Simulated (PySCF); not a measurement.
Molecule: `CCC(F)(F)F`, C$_{3}$H$_{5}$F$_{3}$.

Atoms are numbered as in `[CH3:1][CH2:2][C:3]([F:4])([F:5])[F:6]`. Hydrogens are named by the atom that carries them.

Geometry PBE0-D3(BJ)/def2-SVP throughout; GIAO in PySCF 2.14, gas phase, one conformer, non-relativistic; equivalent atoms averaged; basis pcSseg-2.

Q: How do the absolute shieldings σ depend on the functional? (ppm; last column core-seconds on shared hosts with different chips, so compare them loosely; the GGAs took longer than the global hybrids here, which isn't the general rule, and the cause wasn't traced)

A: 
```tsv
functional	kind	C3	C2	C1	F4/F5/F6	H(C2)	H(C1)	core-s
HF	Hartree–Fock	72.7	162.4	182.8	298.9	29.86	30.49	20
LDA	LDA	33.5	147.6	174.0	236.5	28.77	29.73	44
PBE	GGA	36.8	146.6	170.9	241.7	29.23	30.11	52
BLYP	GGA	31.5	141.0	165.8	241.5	29.40	30.25	54
BP86	GGA	36.8	146.3	170.5	242.7	29.29	30.16	58
OPBE	GGA	47.3	153.3	175.1	250.9	29.28	30.16	51
KT2	GGA	45.2	150.6	173.8	242.9	29.22	30.10	49
KT3	GGA	46.1	149.6	171.6	248.7	29.40	30.25	55
B97-D	GGA	40.0	146.2	169.5	250.2	29.44	30.28	48
B3LYP	global hybrid	40.2	146.3	170.4	254.7	29.45	30.25	38
PBE0	global hybrid	47.0	152.6	175.9	258.4	29.34	30.16	39
mPW1PW91	global hybrid	46.3	151.9	175.1	259.1	29.39	30.20	47
WP04	global hybrid	29.8	138.5	161.3	257.7	29.63	30.45	26
B97-2	global hybrid	47.7	151.9	174.5	260.6	29.46	30.26	26
BHandHLYP	global hybrid	52.4	152.8	175.8	272.0	29.55	30.28	26
CAM-B3LYP	range-separated hybrid	43.3	149.9	174.4	258.5	29.39	30.18	35
wB97X-D	range-separated hybrid	47.0	152.4	175.9	261.7	29.47	30.25	40
LC-wPBE	range-separated hybrid	47.6	156.5	180.2	263.2	29.41	30.21	43
```

Q: Which nucleus moves most, in ppm?

A: F4/F5/F6 (fluorine of a CF3 group): from 236.5 ppm with LDA to 298.9 ppm with HF. The smallest spread is 0.75 ppm, at H(C1). Proton shifts span only some 12 ppm, so a few tenths of a ppm matter as much there as several ppm in carbon.
